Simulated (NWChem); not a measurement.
**Basis-set convergence for dimethyl ether (C$_{2}$H$_{6}$O)**

```xyz
9

C     -1.1611     0.0000    -0.1881
O      0.0000     0.0000     0.5778
C      1.1611     0.0000    -0.1881
H     -1.2330    -0.8952    -0.8395
H     -1.2330     0.8952    -0.8395
H     -2.0215     0.0000     0.4963
H      1.2330    -0.8952    -0.8395
H      2.0215     0.0000     0.4963
H      1.2330     0.8952    -0.8395
```
Charge 0, spin multiplicity 1.

The numbers come from NWChem runs, not from measurements. The geometry was optimised at PBE0/def2-SVP, a minimum by its harmonic frequencies.

Quantity: dipole moment at the level PBE.

The Pople sets run with spherical d functions.

Relative cost: rough, from shared machines, SCF included, 6-31+G* = 1.

| basis | functions | dipole moment (D) | relative cost |
|---|---|---|---|
| 6-31+G* | 66 | [?] | 1 |
| cc-pVDZ | 72 | [?] | under 3 |
| 6-311G** | 90 | 1.10 | under 3 |
| def2-SVPD | 111 | 1.14 | under 3 |
| aug-pcseg-1 | 123 | 1.07 | under 3 |
| aug-cc-pVDZ | 123 | 1.07 | 3 |
| def2-TZVP | 129 | 1.05 | under 3 |
| def2-TZVPD | 168 | 1.06 | 6 |
| pcseg-2 | 174 | 1.09 | 4 |
| cc-pVTZ | 174 | [?] | 5 |

Problem. What belongs in the gaps?

Solution. 
- 6-31+G*, dipole moment (D): 1.26
- cc-pVDZ, dipole moment (D): 0.97
- cc-pVTZ, dipole moment (D): 1.01
